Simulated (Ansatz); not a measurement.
Property card for FeGe

Theory: DFT PBE, scalar-relativistic, plane waves, PAW (Ansatz 0.2.0).

Cutoff 420 eV; k points 8×8×8 on the computed 8-atom cell (Γ-centred); Gaussian smearing, width 0.10 eV; collinear spin from starting moments 1.27 1.27 1.27 1.27 0 0 0 0 μB.

The structure is relaxed at this level of theory with its symmetry kept. Whether it is the stable form of this composition wasn't checked.

Space group P2_13 (No. 198). a = 4.663 Å, b = 4.663 Å, c = 4.663 Å, α = 90.00°, β = 90.00°, γ = 90.00°
| atom | site | symmetry | x | y | z |
| --- | --- | --- | --- | --- | --- |
| Fe | 4a | .3. | 0.1348 | 0.1348 | 0.1348 |
| Ge | 4a | .3. | 0.8417 | 0.8417 | 0.8417 |

Problem. Formation energy from the elements' standard states (uncorrected)?

Solution. -0.090 eV/atom.

Problem. Density of states at the Fermi level?

Solution. 5.79 states/eV per cell.

Problem. Löwdin character within 0.5 eV of the Fermi level?

Solution. Fe 3d 89 %.

Problem. Bulk modulus?

Solution. 158 GPa.

Problem. Its pressure derivative?

Solution. 6.2.

Problem. Bader charges (e)?

Solution. Fe (4 in the cell) 0.05, Ge (4 in the cell) -0.05.

Problem. Total moment?

Solution. 4.19 μB per cell.

Problem. Site moments (μB; atoms counted from 1 over the whole cell)?

Solution. Fe (atom 1) 1.15, Fe (atom 2) 1.15, Fe (atom 3) 1.15, Fe (atom 4) 1.15, Ge (atom 5) -0.05, Ge (atom 6) -0.05, Ge (atom 7) -0.05, Ge (atom 8) -0.05.

Only this magnetic start was tried.

Cost: 6 runs of about 59 core-minutes in all, on Intel Xeon Processor @ 2.50GHz (Skylake/Cascade Lake) (shared hosts).